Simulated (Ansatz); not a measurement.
Results of PBE (PAW; Ansatz, a first-principles code) for naphthalene C10H8.

Numerical settings: plane-wave cutoff 500 eV, 4×4×4 k mesh, gaussian smearing 0.02 eV, scalar-relativistic PAW data made under PBE.

Computed at the level's own relaxed cell.

Problem. Estimate the volume per atom that the calculation returns.

Solution. 
- volume per atom: 12.94 Å³/atom

Measured, for comparison: equilibrium volume per atom 9.47 Å³/atom (10 K, zero-point motion not removed, unit-cell volume / atoms in the cell; as tabulated in Loboda et al. (2018), arXiv:1809.09959). Computed (rounded) less measured: equilibrium volume per atom +36.6 %. For the largest miss, another phase or state or a fault of the measured value is possible beside the level's own.

Note: the cell comes from a level without a dispersion term, which matters for the spacing of layers, chains or molecules; the volume lies 37 % above that of the published cell.

The computed numbers hold no vibrational or temperature effects.
